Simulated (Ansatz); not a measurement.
Results of BLYP (Ansatz, a first-principles code, plane waves, PAW) for zinc-blende HgTe.

Run with plane-wave cutoff 520 eV, 10×10×10 k mesh, Fermi–Dirac smearing 0.01 eV, scalar-relativistic PAW data made under PBE.

Pressure at four volumes; x = ln(V/39.875 Å³). One pressure is withheld.

```csv
V (Å³/atom),x,P (GPa)
37.482,-0.0619,1.937
39.875,0.0000,0.014
41.470,0.0392,-0.918
42.267,0.0583,?
```

**Question.** Pass a parabola P(x) through the three rows shown, estimate the bulk modulus and its pressure derivative near zero pressure, and predict the withheld pressure.

**Answer.** Slopes between the rows: (0.014 − (1.937))/(0.0000 − (-0.0619)) = -31.07 and (-0.918 − (0.014))/(0.0392 − (0.0000)) = -23.78 GPa. Their difference over the span 0.1011 is c = 7.29/0.1011 = 72.1 GPa, so P(x) = 1.937 + (-31.07)(x − (-0.0619)) + 72.1 (x − (-0.0619))(x − (0.0000)). At the middle row B = −dP/dx = −[-31.07 + 72.1 × 0.0619] = 26.6 GPa, and B′ = dB/dP = 2c/B = 5.4. At x = 0.0583 the parabola gives -1.292 GPa; the run gives -1.303 GPa. The Birch–Murnaghan fit to the energies at all volumes has B0 = 26.3 GPa and B′ = 5.3.

Measured, for comparison: bulk modulus 42.3 GPa (temperature not stated, not corrected to a static lattice; as tabulated in Toher et al. (2017), arXiv:1611.05714). Computed (rounded) less measured: bulk modulus -38 %.

Note: the cell is over a tenth larger than the published one: the level's own overestimate first of all, though another phase or state, or a fault of the published cell, is possible.

Spin–orbit coupling is not included; it can open a gap where bands touch, and shift volumes and moduli.
